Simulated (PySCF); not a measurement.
Species: 3-amino-1-propanol, C₃H₉NO.
Geometry (PBE0-D3(BJ)/def2-SVP, Å), atoms numbered from 1 in this order:
```
atom  x, y, z in Å
N1     1.2711    0.7611    0.6402
C2     0.9341   -0.5836    0.1818
C3    -0.5750   -0.7817    0.1272
C4    -1.2743    0.1977   -0.8088
O5    -1.1780    1.5219   -0.3813
H6     1.0554    0.8639    1.6310
H7     2.2651    0.9506    0.5344
H8     1.3958   -1.3850    0.7934
H9     1.3418   -0.6995   -0.8375
H10   -1.0012   -0.6677    1.1406
H11   -0.7865   -1.8169   -0.1895
H12   -0.8597    0.0598   -1.8335
H13   -2.3453   -0.0599   -0.8755
H14   -0.2435    1.6395   -0.1227
```

The calculation used core-valence-separated Tamm–Dancoff BHandHLYP/aug-pcX-1 (pcseg-1 on H) in PySCF, non-relativistic, gas phase, PBE0-D3(BJ)/def2-SVP geometry. Absolute energies from this functional tend to lie a few eV below measured edges; no shift was applied.

The lowest roots of each edge with f over 0.003 (five at most, numbered afresh; weaker and dark ones are left out), with transition dipoles (au) in the frame of the coordinates:

| root | edge | E (eV) | f | μx | μy | μz |
| --- | --- | --- | --- | --- | --- | --- |
| 1 | C | 285.42 | 0.0173 | -0.0222 | -0.0406 | 0.0183 |
| 2 | C | 285.94 | 0.0256 | 0.0099 | -0.0355 | -0.0480 |
| 3 | C | 286.09 | 0.0195 | -0.0266 | 0.0445 | 0.0098 |
| 4 | C | 286.65 | 0.0212 | 0.0254 | 0.0227 | 0.0432 |
| 5 | C | 286.76 | 0.0307 | -0.0055 | -0.0169 | 0.0637 |
| 6 | N | 399.41 | 0.0137 | -0.0271 | -0.0096 | -0.0239 |
| 7 | N | 400.31 | 0.0347 | 0.0404 | 0.0024 | -0.0436 |
| 8 | N | 401.76 | 0.0104 | -0.0208 | 0.0240 | -0.0066 |
| 9 | N | 402.23 | 0.0053 | 0.0066 | -0.0077 | -0.0208 |
| 10 | N | 402.45 | 0.0117 | 0.0019 | -0.0318 | 0.0132 |
| 11 | O | 532.82 | 0.0039 | 0.0169 | 0.0027 | 0.0035 |
| 12 | O | 533.60 | 0.0034 | 0.0022 | -0.0058 | -0.0150 |
| 13 | O | 534.04 | 0.0177 | 0.0039 | 0.0338 | 0.0138 |

**Question.** Molecules are fixed in this frame and the field points along x. What effective strengths 3 f cos²θ do the roots have (θ between field and μ)?

**Answer.** root 1 (C3): 0.010, root 2 (C3): 0.002, root 3 (C2): 0.015, root 4 (C4): 0.014, root 5 (C2): 0.001, root 6 (N1): 0.022, root 7 (N1): 0.048, root 8 (N1): 0.013, root 9 (N1): 0.001, root 10 (N1): 0.000, root 11 (O5): 0.011, root 12 (O5): 0.000, root 13 (O5): 0.001. Root 7 is the strongest. Averaged over all orientations cos²θ is 1/3, which gives f back.

Rough CPU time on one thread of a shared machine: about 40 s.

One conformer stands for the species.
